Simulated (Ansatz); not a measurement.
System: cuprite Ag₂O. Method: PBE-D4 (Ansatz, a quantum-chemistry and plane-wave program, PAW).

Numerical settings: plane-wave cutoff 520 eV, 8×8×8 k mesh, Fermi–Dirac smearing 0.01 eV, no spin polarisation, scalar-relativistic PAW data made under PBE.

Computed at the level's own relaxed cell.

Q: What does this level give for the bulk modulus B0, pressure derivative B′ of the bulk modulus, band gap, equilibrium lattice constant a and volume per atom?

A: 
* **bulk modulus B0**: 78.8 GPa
* **pressure derivative B′ of the bulk modulus**: 5.2
* **band gap**: 0.00 eV (under three smearing widths, so not firm)
* **equilibrium lattice constant a**: 4.748 Å
* **volume per atom**: 17.84 Å³/atom

Measured, for comparison: band gap 1.2 eV (temperature not stated, no zero-point or thermal correction, photoconductivity; as tabulated in He and Franchini (2017), arXiv:1706.08159); lattice constant a 4.745 Å, equilibrium volume per atom 17.81 Å³/atom (15 K, zero-point motion not removed; as tabulated in Gupta et al. (2014), arXiv:1311.4701). Computed (rounded) less measured: lattice constant a +0.1 %, equilibrium volume per atom +0.2 %.

Spin–orbit coupling is not included; it can close the smallest gap of 0.00 eV.

Static lattice: no zero-point or thermal effects.
